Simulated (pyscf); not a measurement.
**Routes from HO–GeH₃**

Candidate steps break at most two bonds and form at most two. Each was searched with GFN2-xTB (tblite) first. PySCF, gas phase, ωB97X-D3(BJ)/def2-SVP geometries. Energies: ωB97M-D3(BJ)/def2-TZVP, kcal/mol, from the reactant's lowest minimum found, singlet surface; ΔG‡ with ideal gas, 1 atm, RRHO with modes under 100 cm⁻¹ raised to 100, one conformer, R ln 2 for chiral ones without a mode under 150 cm⁻¹.

```
products                           type   ΔE‡     ΔE  ΔG‡ 298 K  ΔG‡ 900 K  ν‡ (cm⁻¹)
----------------------  ---------------  ----  -----  ---------  ---------  ---------
HO–GeH: [singlet] + H₂  1,1-elimination  60.0  +25.7       57.3       57.1      1383i
GeH₂ [singlet] + H₂O    1,1-elimination  61.8  +42.8       59.4       59.1      1548i
O=GeH₂ + H₂                 elimination  79.6  +56.1       76.1       77.6      1618i
```

Row 2: On the product side the descent ends in an adduct with a Ge–O contact, 16.6 kcal/mol under the separated species and 33.0 kcal/mol under the saddle at ωB97X-D3(BJ)/def2-TZVP. 

Plain bond fissions and candidates not yet searched are not listed, and one of them may be faster. Each barrier is that of the saddle found; lower ones may exist. Elements up to Kr have no core potential and no relativistic terms here.
